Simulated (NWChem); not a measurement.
System: phosphine (PH$_{3}$); SMILES P

```xyz
4

P      0.0000     0.0000     0.1529
H      0.4056    -1.1273    -0.6486
H     -1.1791     0.2124    -0.6486
H      0.7735     0.9150    -0.6486
```
Atoms are numbered in this order, from 1.

All runs: NWChem. Pople sets run with spherical d functions. The geometry was optimised at PBE-D3(BJ)/def2-SVP. GIAO values for the isolated, static molecule; σ is the absolute isotropic shielding.

| level | basis functions | σ P1 (ppm) | σ H2 (ppm) |
|---|---|---|---|
| PBE0/6-31G* | 24 | 596.6 | 29.57 |
| PBE0/6-311G** | 44 | 581.8 | 29.15 |
| PBE0/def2-SVP | 33 | … | 29.22 |
| PBE0/def2-TZVP | 55 | 566.5 | 29.19 |
| PBE0/IGLO-II | 53 | 584.4 | 29.31 |
| PBE0/IGLO-III | 74 | 586.7 | 29.23 |
| PBE0/pcSseg-2 | 85 | 575.6 | 29.01 |

Task: Complete the blanks.

Result: 
- PBE0/def2-SVP, σ P1 (ppm): 627.0
